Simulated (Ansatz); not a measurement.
**Scan of HAlGa, quartet**

Starting geometry (PBE0/def2-TZVP stationary point for this spin, not checked as a minimum):

| atom | x (Å) | y (Å) | z (Å) |
| --- | --- | --- | --- |
| Al | 0.0000 | 0.0000 | 0.2539 |
| Ga | 0.0000 | 0.0000 | -2.0897 |
| H | 0.0000 | 0.0000 | 1.8358 |

From there all distances are scaled together; atoms are numbered as listed. Energies are in eV, counted from the starting geometry at the same level.

Basis 6-31G (Cartesian d functions); Ansatz 0.2.0. Only valence electrons are correlated (noble-gas cores and the filled d shells of p-block atoms frozen). R marks a restricted (for open shells ROHF) determinant, U an unrestricted one. No spin–orbit coupling is included, and no scalar relativity.

Unrestricted rows (U) aren't spin-pure: their determinants' ⟨S²⟩ exceeds S(S+1) by up to 0.11, so they mix in states of higher spin. HF rows are the lowest solutions found. Coupled cluster chose its determinant by trial CCSD, here up to 0.49 eV above the lowest Hartree–Fock solution of its kind, and MP2 stands on that determinant too. A value is left out where its run failed or describes another state than the reference as far as symmetry and spin tell, or, spin-broken singlets apart, can't be checked. The reference follows the lowest state, whose symmetry changes from Σ⁻ or Δ to Π between 1.500 and 1.778.

Full CI is exact within this basis and frozen core; it isn't the basis-set limit. The frozen core follows each run's orbitals, which can shift R against U totals by a few meV for light atoms and by up to 0.1 eV past Ca.

```tsv
scale of all distances	full CI	unpaired electrons (full CI)	error UHF	error RMP2	error UCCSD	error BCCD(T)	error RCCSDT	error UCCSDT
0.870	1.432	3.02	-0.261	-0.106	-0.027	-0.011	-0.005	-0.006
1.000	0.000	3.04	0.000	0.000	0.000	0.000	0.000	0.000
1.107	0.098	3.07	0.270	0.090	0.031	0.014	0.006	0.007
1.326	1.184	3.15	–	0.457	0.076	0.037	0.008	0.012
1.500	1.848	3.21	0.068	0.465	0.082	0.039*	0.004*	0.009*
1.778	2.187	3.11	-0.221	0.087	-0.028	-0.003	-0.005	0.000
1.990	2.275	3.13	-0.286	0.048	-0.036	-0.005	-0.005	0.000
2.425	2.375	3.14	-0.346	0.012	-0.054	-0.016	-0.005	0.000
```

An asterisk marks runs whose energy the program itself flagged as in doubt.

Unpaired electrons are Σ n²(2−n)² over natural occupations. Errors are those of relative energies. In total energy the starting point itself misses full CI by: UHF 1.962, RMP2 0.640, UCCSD 0.071, BCCD(T) 0.027, RCCSDT 0.007, UCCSDT 0.002 eV.

Spread of the error over the points with a reference, to 2.425 (largest less smallest): RCCSDT 0.013, UCCSDT 0.019, BCCD(T) 0.055, UCCSD 0.136, RMP2 0.571, UHF 0.616 (7 of 8 points) eV.

Going outwards, the relative energy of RMP2 first misses by more than 0.043 eV (1 kcal/mol) at 1.107.
